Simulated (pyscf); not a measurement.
A first-order saddle from PySCF, ωB97X-D3(BJ)/def2-SVP:

```
Si
H 1 1.4836
H 1 1.5145 2 108.91
H 1 1.6490 2 96.78 3 123.24
H 4 1.0352 1 77.72 2 -92.12
H 4 1.0974 5 153.11 1 -8.24
As 1 2.3621 2 117.89 6 90.88
H 7 1.5185 1 96.12 2 -74.75
Si 7 2.3430 8 93.48 6 78.78
H 9 1.4898 7 110.20 8 71.33
H 9 1.4911 10 109.58 7 -118.43
H 9 1.4957 10 108.69 11 -118.45
```
Charge 0, spin multiplicity 1.

Surface: singlet, charge 0. Lowest wavenumbers (cm⁻¹): 1826i, 94, 109, 131, 199.

**Question.** Which two sides does it connect, and which bonds change?

**Answer.** H₃Si–AsH–SiH₃ (SMILES [SiH3][AsH][SiH3]) + H₂ (SMILES [H][H]) ⇌ H₃Si–AsH–SiH₃ (SMILES [SiH3][AsH][SiH3]) + H₂ (SMILES [H][H]), a four-centre exchange read from left to right: H–Si, H–H broken and H–Si, H–H formed. At ωB97M-D3(BJ)/def2-TZVP it lies +66.8 kcal/mol from the left side and +66.8 kcal/mol from the right (each side as separated species at their lowest minima found). At the saddle there is also a short H–Si contact that neither side keeps. One saddle was located; it need not be the lowest between these sides. Elements up to Kr have no core potential and no relativistic terms here.
